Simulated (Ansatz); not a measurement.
## [NH₂···H···O], triplet: reading a ladder of total energies

Geometry: a point of a hydrogen-transfer path between rigid fragments, not a stationary point.

```csv
atom,x (Å),y (Å),z (Å)
N,-1.2567,-0.0173,-0.0269
H,-1.5540,0.9506,-0.0269
H,-1.5540,-0.4196,0.8534
H,-0.1637,-0.0173,-0.0269
O,1.3063,-0.0173,-0.0269
```

Basis cc-pVDZ; Ansatz 0.2.0. Correlated methods freeze the noble-gas cores, which leaves 14 electrons in 41 orbitals. Prefix R: restricted or restricted open-shell reference; prefix U: unrestricted.

Full CI isn't at hand for all of this; UCCSDT(Q) serves as the reference, and is uncertain by about the last step of the cluster series.

Runs differ by some tens of microhartree through their thresholds and, for an open shell, their frozen cores, so steps under 0.03 kcal/mol mean nothing.

```tsv
level	total energy (hartree)
UHF	-130.957713
UMP2	-131.255770
UCCSD	-131.288251
UCCSD(T)	-131.294137
UCCSDT	-131.294725
UCCSDT(Q)	-131.295243
```

**Question.** What is the correlation energy at UCCSDT(Q), and what share of it do UMP2 and UCCSDT recover?

**Answer.** E(corr) = -131.295243 − (-130.957713) = -0.337530 hartree = -9.185 eV. UMP2: -0.298057 / -0.337530 = 88.31 %. UCCSDT: -0.337012 / -0.337530 = 99.85 %.

**Question.** By how many kcal/mol does UCCSD(T) miss UCCSDT(Q) (1 hartree = 627.509 kcal/mol), and which steps make up the rest?

**Answer.** -131.294137 − (-131.295243) = 0.001106 hartree = 0.69 kcal/mol. Steps: UCCSDT − UCCSD(T) = -0.37, UCCSDT(Q) − UCCSDT = -0.33 kcal/mol. That is within 1 kcal/mol of the reference in this basis, which itself misses far more of the correlation at the basis-set limit.
